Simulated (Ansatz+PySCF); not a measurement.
Results of a calculation; reference values are marked as such.
A run of PySCF 2.14.0 on doublet AlO at this shape:

```xyz
2

O     0.0000    0.0000    0.0000
Al    1.1002    1.4669    3.1761
```

Its results:

| Quantity | Value |
| --- | --- |
| Converged | yes |
| Reference energy | -312.50588 hartree |
| CCSD correlation energy | -0.17492 hartree |
| Triples correction | -0.01314 hartree |
| Total energy | -312.69393 hartree |
| Spin squared of the determinant | 1.244 |

(1) Which input gives this output? Name the method, the orbitals and the basis set, and write the input.

Answers

(1) UHF-CCSD(T) in STO-3G.

```python
from pyscf import gto, scf, cc

mol = gto.M(atom="""
O 0.000000 0.000000 0.000000
Al 1.100210 1.466950 3.176050
""", basis='sto-3g', charge=0, spin=1)
mf = scf.UHF(mol)
mf.kernel()
mycc = cc.CCSD(mf, frozen=6).run()
et = mycc.ccsd_t()
print(mf.e_tot, mycc.e_corr, et, mycc.e_tot + et)
```

The reference isn't the lowest determinant (another lies 4.28 eV lower), but the same method gives a higher total on the lower determinant. Caution: large share of triples, a single reference is doubtful; the unrestricted determinant is spin contaminated.
